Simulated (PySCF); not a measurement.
# LiF2−, a complex of two parts: interaction energy

One table from this session's results is given with a row withheld; the runs are named, their logs left out.

Programs: PySCF 2.14.0. All values are calculated, for the isolated system unless a continuum is named. Atoms count from 0, parts from 1.

## Starting point

3 atoms, charge -1, multiplicity 1; geometry: GFN2-xTB. Parts: 1 = atoms 0–1, `[Li][F]`, charge 0; 2 = atom 2, `[F-]`, charge -1.

Set-up of the first run:

The job: settings as JSON, then the geometry in Å.

```
{"job": {"xc": "PBE0", "basis": "def2-TZVPD", "d3": "d3bj", "grid": 3, "kind": "geom", "shake": 0.01}, "charge": -1, "multiplicity": 1, "parts": [{"atoms": "0-1", "charge": 0, "multiplicity": 1}, {"atoms": "2-2", "charge": -1, "multiplicity": 1}]}
Li    -0.062288     0.777382    -0.534714
F     -0.033636    -0.506108     0.439075
F     -0.154342     2.102840    -1.530143
```

Run with:

```sh
OMP_NUM_THREADS=1 python cluster_run.py task.json out
```

One launch serves the whole session: the jobs run in the order shown.

Steps of the session up to this table: Optimising the geometry at PBE0-D3(BJ)/def2-TZVPD; Coupled-cluster interaction energy: CCSD(T) and MP2, 1.68 Å; Coupled-cluster interaction energy: CCSD(T) and MP2, 1.77 Å; Coupled-cluster interaction energy: CCSD(T) and MP2, 1.85 Å; Coupled-cluster interaction energy: CCSD(T) and MP2, 1.60 Å; Coupled-cluster interaction energy: CCSD(T) and MP2, 2.10 Å; Coupled-cluster interaction energy: CCSD(T) and MP2, 1.51 Å; Coupled-cluster interaction energy: CCSD(T) and MP2, 2.52 Å; Coupled-cluster interaction energy: CCSD(T) and MP2, 3.37 Å.

One of the session's tables, all rows but one given; the rest of the session is left out.

It belongs to the step «Coupled-cluster interaction energy: CCSD(T) and MP2, 3.37 Å». 

```
                 method  interaction energy (kcal/mol)
         HF/aug-cc-pVDZ                         -30.85
        MP2/aug-cc-pVDZ                         -30.74
       CCSD/aug-cc-pVDZ                         -30.77
    CCSD(T)/aug-cc-pVDZ                              ?
         HF/aug-cc-pVQZ                         -30.57
        MP2/aug-cc-pVQZ                         -30.41
    SCS-MP2/aug-cc-pVQZ                         -30.42
      MP2, extrapolated                         -30.41
CCSD(T), limit estimate                         -30.46
```

**Question.** Estimate the row for CCSD(T)/aug-cc-pVDZ.

**Answer.** interaction energy (kcal/mol): -30.79. In the column «interaction energy (kcal/mol)» it lies between HF/aug-cc-pVDZ (-30.85) and CCSD/aug-cc-pVDZ (-30.77).

A test (T1, the size of the triples or of CCSD(T) less MP2, charge moved between the parts) flags this point.

Limits of these values: A test (T1 over 0.02, large triples or CCSD(T) less MP2, charge moved between the parts) flags the points at 2.10, 2.52, 3.37 Å, so these are not to be taken as benchmarks.
